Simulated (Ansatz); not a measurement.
All numbers were calculated with Ansatz.

Basis-set series for `F[C]F`. Charge 0, multiplicity 1. Geometry: relaxed with PBE0-D4/def2-TZVP.

Cartesian coordinates in Å:
```
F 0.9640 0.4159 -0.1439
C -0.2402 0.0611 -0.4657
F -0.7238 -0.4769 0.6096
```

```tsv
functional	basis	functions	energy (Eh)	HOMO (eV)	LUMO (eV)
PBE0-D4	def2-SVP	42	-237.27807	-8.50	-2.09
PBE0-D4	def2-TZVPP	93	-237.56984	-8.77	-2.24
ωB97M-V	def2-SVP	42	-237.45531	-10.93	0.51
ωB97M-V	def2-TZVPP	93	-237.75391	-11.26	0.26
```

Question: Give the rows for def2-QZVPP. (An estimate is asked.)

Answer: The calculation gave: 
```tsv
functional	basis	functions	energy (Eh)	HOMO (eV)	LUMO (eV)
PBE0-D4	def2-QZVPP	171	-237.58191	-8.80	-2.28
ωB97M-V	def2-QZVPP	171	-237.76528	-11.28	0.20
```

Positive LUMOs are unbound and depend on the basis.
